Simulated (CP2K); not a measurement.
# C2F3N (cyanotrifluoromethane): HF/cc-pVDZ

What is the vertical ionisation energy of C2F3N (cyanotrifluoromethane) at HF/cc-pVDZ? 

The calculation is run with CP2K 2026.2.

## (1) The structure to begin with

C2F3N: 6 atoms, total charge 0, spin state singlet. As SMILES, `N#CC(F)(F)F`. Geometry: relaxed at PBE0-D4/def2-TZVP.

Bond lengths: N1–C2 1.146 Å, C2–C3 1.481 Å, C3–F4 1.326 Å, C3–F5 1.326 Å, C3–F6 1.326 Å. Angles: N1–C2–C3 180.0°, C2–C3–F4 110.1°, C2–C3–F5 110.1°, C2–C3–F6 110.1°, F4–C3–F5 108.8°, F4–C3–F6 108.8°, F5–C3–F6 108.8°.

## (2) A single-point energy at HF/cc-pVDZ

gas.inp

```
&GLOBAL
   PROJECT_NAME gas
   RUN_TYPE ENERGY
   PRINT_LEVEL MEDIUM
&END GLOBAL

&FORCE_EVAL
   METHOD QUICKSTEP
   &DFT
      BASIS_SET_FILE_NAME ./cc_pvdz.basis
      POTENTIAL_FILE_NAME POTENTIAL
      ! Quickstep
      &QS
         METHOD GAPW
         EPS_DEFAULT 1.0E-10
      &END QS
      ! plane-wave cutoff in Ry
      &MGRID
         CUTOFF 280
         REL_CUTOFF 50
         NGRIDS 4
      &END MGRID
      ! no periodic images
      &POISSON
         PERIODIC NONE
         POISSON_SOLVER MULTIPOLE
      &END POISSON
      ! self-consistent field
      &SCF
         SCF_GUESS ATOMIC
         EPS_SCF 1.0E-07
         MAX_SCF 100
         ADDED_MOS 3
         &DIAGONALIZATION
            ALGORITHM STANDARD
         &END DIAGONALIZATION
         &MIXING
            METHOD DIRECT_P_MIXING
            ALPHA 0.4
         &END MIXING
      &END SCF
      &XC
         &XC_FUNCTIONAL NONE
         &END XC_FUNCTIONAL
         &HF
            FRACTION 1
            &SCREENING
               EPS_SCHWARZ 1.0E-10
            &END SCREENING
            &MEMORY
               MAX_MEMORY 1050
            &END MEMORY
         &END HF
      &END XC
      &PRINT
         &MOMENTS
            PERIODIC F
            REFERENCE COM
            MAX_MOMENT 1
         &END MOMENTS
         &MO ON
            ENERGIES T
            OCCUPATION_NUMBERS T
            NDIGITS 6
            &EACH
               QS_SCF 0
            &END EACH
            ADD_LAST NUMERIC
         &END MO
         &LOWDIN ON
         &END LOWDIN
         &HIRSHFELD OFF
         &END HIRSHFELD
         &MO_MOLDEN ON
            NDIGITS 8
         &END MO_MOLDEN
      &END PRINT
   &END DFT
   ! structure
   &SUBSYS
      ! box in angstrom
      &CELL
         ABC 9.3 9.9 9
         PERIODIC NONE
      &END CELL
      &COORD
         N      1.022100    -1.705100     0.893500
         C      0.486200    -0.810600     0.417800
         C     -0.206400     0.345600    -0.197200
         F     -1.316000    -0.055800    -0.802300
         F      0.581500     0.927000    -1.091500
         F     -0.525200     1.234800     0.733600
      &END COORD
      &TOPOLOGY
         &CENTER_COORDINATES
         &END CENTER_COORDINATES
      &END TOPOLOGY
      &KIND N
         BASIS_SET cc-pVDZ
         POTENTIAL ALL
         LEBEDEV_GRID 194
         RADIAL_GRID 100
      &END KIND
      &KIND C
         BASIS_SET cc-pVDZ
         POTENTIAL ALL
         LEBEDEV_GRID 194
         RADIAL_GRID 100
      &END KIND
      &KIND F
         BASIS_SET cc-pVDZ
         POTENTIAL ALL
         LEBEDEV_GRID 194
         RADIAL_GRID 100
      &END KIND
   &END SUBSYS
&END FORCE_EVAL
```

On the command line:

```bash
$ OMP_NUM_THREADS=1 cp2k.psmp gas.inp > gas.out
```

The program printed (excerpt; [...] marks lines left out):

```text
CP2K| version string:                                       CP2K version 2026.2
[...]
 GLOBAL| Method name                                                        CP2K
[...]
 GLOBAL| Run type                                                         ENERGY
[...]
 DFT| Spin restricted Kohn-Sham (RKS) calculation                            RKS
 DFT| Multiplicity                                                             1
[...]
 DFT| Charge                                                                   0
[...]
 QS| Method:                                                                GAPW
[...]
 QS| Density cutoff [a.u.]:                                                140.0
[...]
 QS| Relative density cutoff [a.u.]:                                        25.0
[...]
                             - Atoms:                                          6
[...]
                             - Spherical basis functions:                     84
[...]
 Number of electrons:                                                         46
[...]
     1 P_Mix/Diag. 0.40E+00    4.3     0.79359214      -429.7899593191 -4.30E+02
[...]
    18 DIIS/Diag.  0.53E-07    0.3     0.00000005      -428.5031812673  0.00E+00
  *** SCF run converged in    18 steps ***
[...]
  Overlap energy of the core charge distribution:               0.00003424158602
  Self energy of the core charge distribution:               -419.71523903568158
  Core Hamiltonian energy:                                    -36.51911350734117
  Hartree energy:                                              64.04038853536505
  Exchange-correlation energy:                                  0.00000000000000
  Hartree-Fock Exchange energy:                               -47.18465337638717
[...]
                     Mulliken Population Analysis
 #  Atom  Element  Kind  Atomic population                           Net charge
       1     N        1          7.115034                             -0.115034
       2     C        2          6.098499                             -0.098499
       3     C        2          5.078318                              0.921682
       4     F        3          9.235963                             -0.235963
       5     F        3          9.236091                             -0.236091
       6     F        3          9.236095                             -0.236095
 # Total charge                             46.000000                 -0.000000
[...]
  Dipole moment [Debye]
    X= -0.5750716E+00 Y=  0.9564600E+00 Z= -0.5117120E+00  Total=      1.2277509
 ENERGY| Total FORCE_EVAL ( QS ) energy [hartree]           -428.503181267254888
[...]
```

Wall time 9.6 s (1 thread of Arm Neoverse V2, shared host); peak memory 0.47 GiB.

## (3) The doublet cation

mol.inp

```
&GLOBAL
 PROJECT_NAME mol
 RUN_TYPE ENERGY
 PRINT_LEVEL MEDIUM
&END GLOBAL
&FORCE_EVAL
 METHOD QUICKSTEP
 &DFT
  BASIS_SET_FILE_NAME ./cc_pvdz.basis
  POTENTIAL_FILE_NAME POTENTIAL
  CHARGE 1
  MULTIPLICITY 2
  UKS T
  &QS
   METHOD GAPW
   EPS_DEFAULT 1.0E-10
  &END QS
  # real-space grids
  &MGRID
   CUTOFF 280
   REL_CUTOFF 50
   NGRIDS 4
  &END MGRID
  &POISSON
   PERIODIC NONE
   POISSON_SOLVER MULTIPOLE
  &END POISSON
  # self-consistent field
  &SCF
   SCF_GUESS ATOMIC
   EPS_SCF 1.0E-06
   MAX_SCF 30
   &OT ON
    MINIMIZER DIIS
    PRECONDITIONER FULL_ALL
   &END OT
   &OUTER_SCF
    EPS_SCF 1.0E-06
    MAX_SCF 8
   &END OUTER_SCF
  &END SCF
  # exchange and correlation
  &XC
   &XC_FUNCTIONAL NONE
   &END XC_FUNCTIONAL
   # exact exchange
   &HF
    FRACTION 1
    &SCREENING
     EPS_SCHWARZ 1.0E-10
     SCREEN_ON_INITIAL_P F
    &END SCREENING
    &INTERACTION_POTENTIAL
     POTENTIAL_TYPE COULOMB
    &END INTERACTION_POTENTIAL
    &MEMORY
     MAX_MEMORY 1050
    &END MEMORY
   &END HF
  &END XC
  # extra output
  &PRINT
   &MOMENTS
    PERIODIC F
    REFERENCE COM
    MAX_MOMENT 1
   &END MOMENTS
   &MO_CUBES
    NLUMO 5
    NHOMO -1
    WRITE_CUBE F
   &END MO_CUBES
   &LOWDIN ON
   &END LOWDIN
   &HIRSHFELD OFF
   &END HIRSHFELD
   &MO_MOLDEN ON
    NDIGITS 8
    NLUMO 5
   &END MO_MOLDEN
  &END PRINT
 &END DFT
 # structure
 &SUBSYS
  # box in angstrom
  &CELL
   ABC [angstrom] 9.3 9.9 9
   PERIODIC NONE
  &END CELL
  &COORD
   N      1.022100    -1.705100     0.893500
   C      0.486200    -0.810600     0.417800
   C     -0.206400     0.345600    -0.197200
   F     -1.316000    -0.055800    -0.802300
   F      0.581500     0.927000    -1.091500
   F     -0.525200     1.234800     0.733600
  &END COORD
  &TOPOLOGY
   &CENTER_COORDINATES
   &END CENTER_COORDINATES
  &END TOPOLOGY
  &KIND N
   BASIS_SET cc-pVDZ
   POTENTIAL ALL
   LEBEDEV_GRID 194
   RADIAL_GRID 100
  &END KIND
  &KIND C
   BASIS_SET cc-pVDZ
   POTENTIAL ALL
   LEBEDEV_GRID 194
   RADIAL_GRID 100
  &END KIND
  &KIND F
   BASIS_SET cc-pVDZ
   POTENTIAL ALL
   LEBEDEV_GRID 194
   RADIAL_GRID 100
  &END KIND
 &END SUBSYS
&END FORCE_EVAL
```

On the command line:

```bash
$ OMP_NUM_THREADS=1 cp2k.psmp -i mol.inp > mol.out 2>&1
```

The program printed (excerpt; [...] marks lines left out):

```text
CP2K| version string:                                       CP2K version 2026.2
[...]
 GLOBAL| Method name                                                        CP2K
[...]
 GLOBAL| Run type                                                         ENERGY
[...]
 DFT| Spin unrestricted (spin-polarized) Kohn-Sham calculation               UKS
 DFT| Multiplicity                                                             2
[...]
 DFT| Charge                                                                   1
[...]
 QS| Method:                                                                GAPW
[...]
 QS| Density cutoff [a.u.]:                                                140.0
[...]
 QS| Relative density cutoff [a.u.]:                                        25.0
[...]
                             - Atoms:                                          6
[...]
                             - Spherical basis functions:                     84
[...]
 Number of electrons:                                                         23
[...]
     1 OT DIIS     0.15E+00    4.4     0.15598649      -409.0524982574 -4.09E+02
[...]
    29 OT SD       0.15E+00    0.5     0.00000084      -428.0327160992 -2.73E-10
  *** SCF run converged in    29 steps ***
[...]
  Overlap energy of the core charge distribution:               0.00003424158602
  Self energy of the core charge distribution:               -419.71523903568158
  Core Hamiltonian energy:                                    -36.95378854062524
  Hartree energy:                                              64.64637700043674
  Exchange-correlation energy:                                  0.00000000000000
  Hartree-Fock Exchange energy:                               -46.86491685520634
[...]
 WARNING : did not converge in ot_eigensolver
 number of iterations          299  exceeded maximum
 current gradient / target gradient   1.6013361746835999E-004  /    1.0000000000000001E-005
[...]
 WARNING : did not converge in ot_eigensolver
 number of iterations          299  exceeded maximum
 current gradient / target gradient   2.1380117881003967E-004  /    1.0000000000000001E-005
[...]
  Dipole moment [Debye]
    X=  0.2447359E+01 Y= -0.4128509E+01 Z=  0.2168768E+01  Total=      5.2666604
[...]
 HOMO - LUMO gap [eV] :   12.691725
 ENERGY| Total FORCE_EVAL ( QS ) energy [hartree]           -428.032716099207903
[...]
```

Wall time 38 s (1 thread of Arm Neoverse V2, shared host); peak memory 0.49 GiB.

## (4) Outcome

Level: HF/cc-pVDZ.

| quantity | value |
| --- | --- |
| singlet C2F3N: total energy | -428.50318 Eh |
| singlet C2F3N: dipole moment | 1.23 D |
| singlet C2F3N: HOMO energy | -14.39 eV |
| singlet C2F3N: LUMO energy | 3.88 eV |
| singlet C2F3N: HOMO–LUMO gap | 18.27 eV |
| doublet cation: total energy | -428.03272 Eh |
| doublet cation: HOMO energy (highest over α and β) | -24.10 eV |
| doublet cation: LUMO energy (lowest over α and β) | -11.40 eV |
| doublet cation: ⟨S²⟩ | 0.755 |
| vertical ionisation energy (to the doublet cation) | 12.802 eV |

What this shows: Removing an electron at fixed nuclei costs 12.80 eV (1235 kJ/mol). −ε(HOMO) before ionisation, 14.39 eV, is 1.59 eV above this ionisation energy.
